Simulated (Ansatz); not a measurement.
**doublet BO₂: levels of theory in one basis**

```tsv
atom	x (Å)	y (Å)	z (Å)
O	0.0000	0.0000	-1.2018
B	0.0000	0.0000	0.0000
O	0.0000	0.0000	1.2018
```

Basis set: def2-SVP (spherical functions). Left uncorrelated: 3 orbitals. Correlation on ROHF uses semicanonical orbitals with singles. Charge 0, multiplicity 2.

Computed with Ansatz (development build ahead of 0.2.0); each method stands on the lowest determinant of its kind that the runs found.

```csv
method,E − E(ROHF) (eV),<S²> of the determinant
ROHF,0.00,–
UHF,-0.42,0.90
ROHF-MP2,-10.94,–
ROHF-CCSD(T),-12.05,–
UHF-CCSD(T),-12.07,0.90
```

Q: What does UHF-MP2 give on the same scale?

A: -11.03 eV.

Caution for ROHF, ROHF-MP2, ROHF-CCSD(T): the determinant may break the point group. Caution for UHF, UHF-MP2, UHF-CCSD(T): the unrestricted determinant is spin contaminated. Caution for ROHF-MP2: another reference gives a lower total.
